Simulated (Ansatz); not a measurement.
# r2SCAN0/STO-3G run of BH3Cl− (SMILES [BH3-]Cl)

What is the energy change on altering one bond length of BH3Cl− at r2SCAN0/STO-3G? 

Program for the calculation: Ansatz 0.2.0.

3 further runs of the same task are left out: 3 that didn't finish.

### Step 1. The structure to begin with

The species is BH3Cl− (5 atoms), meant as a singlet with charge -1. As SMILES, `[BH3-]Cl`. Geometry: relaxed at GFN2-xTB.

Bond lengths: B1–Cl2 1.873 Å, B1–H3 1.208 Å, B1–H4 1.208 Å, B1–H5 1.208 Å. Angles: Cl2–B1–H3 106.7°, Cl2–B1–H4 106.7°, Cl2–B1–H5 106.7°, H3–B1–H4 112.0°, H3–B1–H5 112.2°, H4–B1–H5 112.1°.

### Step 2. A single-point energy at r2SCAN0/STO-3G

run.yaml reads:

```yaml
crystal:
  periodic: [false, false, false]
  atoms:
    - {symbol: B, position_ang: [0.082390, -0.047870, 0.135930]}
    - {symbol: Cl, position_ang: [-0.845860, 0.496450, -1.396970]}
    - {symbol: H, position_ang: [1.223080, -0.254620, -0.203070]}
    - {symbol: H, position_ang: [-0.460100, -1.051350, 0.532730]}
    - {symbol: H, position_ang: [0.000500, 0.857390, 0.931390]}
basis:
  gaussian: {orbitals: STO-3G}
total_charge: -1
hamiltonian: {xc: {name: r2SCAN0}}
accuracy: high
```

On the command line:

```sh
$ ansatz run run.yaml --threads 1 --pin off --max-ram 2610MiB --events-out events.jsonl --progress --plain --runs-dir runs
```

The log of the run:

```text
Warning: RAYON_NUM_THREADS=1 ignored (pool sized by the plan → 1); use --threads N
Functional definition: r2SCAN0
  name "r2SCAN0"
  parameter a = 0.25
  parameter k0 = 0.174
  parameter k1 = 0.065
  parameter a1 = 4.9479
  exchange = (1 - a)*r2scan_x(k0 = k0, k1 = k1, a1 = a1) + a*exact_x
  correlation = r2scan_c
282 factors; integrals over basis functions are off by at most 6.2e-9 eV
mean field evaluation 1: about -13101.9619 eV, gradient 1.1e1 eV
mean field evaluation 2: about -13102.2738 eV, gradient 6.0e0 eV
mean field evaluation 4: about -13102.3912 eV, gradient 2.7e-1 eV
mean field evaluation 8: about -13102.3735 eV, gradient 5.0e-4 eV
mean field -13102.37352254 eV, -481.5033458454 hartree, gradient 5.9e-9 eV, S^2 0.000000; 0 other end points of the search recorded, 0 dependent functions left out
reference -13102.37352280 eV, -481.5033458551 hartree; 13, 13 occupied and 4, 4 virtual orbitals, 282 factors
Total energy: -13102.37352280 eV, -481.5033458551 hartree
```

It took 2 s on 1 thread of Arm Neoverse V1, shared host; peak memory 0.13 GiB.

### Step 3. The distorted shape, same level

job.yaml reads:

```yaml
crystal:
  periodic: [false, false, false]
  atoms:
    - {symbol: B, position_ang: [0.102860, -0.274154, -0.062907]}
    - {symbol: Cl, position_ang: [-0.825390, 0.270166, -1.595807]}
    - {symbol: H, position_ang: [1.243550, -0.480904, -0.401907]}
    - {symbol: H, position_ang: [-0.439630, -1.277634, 0.333893]}
    - {symbol: H, position_ang: [0.000500, 0.857390, 0.931390]}
basis:
  gaussian: {orbitals: STO-3G}
accuracy: high
hamiltonian: {xc: {name: r2SCAN0}}
total_charge: -1
```

On the command line:

```sh
$ ansatz run job.yaml --threads 1 --pin off --max-ram 2610MiB --events-out events.jsonl --progress --plain --runs-dir runs
```

The log of the run (excerpt; [...] marks lines left out):

```text
Warning: RAYON_NUM_THREADS=1 ignored (pool sized by the plan → 1); use --threads N
[... 8 set-up lines as earlier in the session ...]
281 factors; integrals over basis functions are off by at most 9.8e-9 eV
mean field evaluation 1: about -13100.6453 eV, gradient 1.3e1 eV
mean field evaluation 2: about -13101.0223 eV, gradient 9.9e0 eV
mean field evaluation 4: about -13101.3717 eV, gradient 3.0e-1 eV
mean field evaluation 8: about -13101.3387 eV, gradient 3.1e-3 eV
mean field -13101.33865355 eV, -481.4653151118 hartree, gradient 3.3e-8 eV, S^2 0.000000; 0 other end points of the search recorded, 0 dependent functions left out
reference -13101.33865383 eV, -481.4653151219 hartree; 13, 13 occupied and 4, 4 virtual orbitals, 281 factors
Total energy: -13101.33865383 eV, -481.4653151219 hartree
```

Wall time 2 s (1 thread of Arm Neoverse V1, shared host); peak memory 0.13 GiB.

### Step 4. Results

Level: r2SCAN0/STO-3G.

```
                                                         quantity          value
                                        first shape: total energy  -481.50335 Eh
                                    distorted shape: total energy  -481.46532 Eh
energy change with the B1–H5 bond stretched from 1.208 to 1.510 Å       1.035 eV
```

In words: With the B1–H5 bond stretched from 1.208 to 1.510 Å the energy rises by 1.03 eV (24 kcal/mol). The first shape isn't relaxed at this level, so the change isn't measured from a minimum. The minimal basis adds a large error of its own.
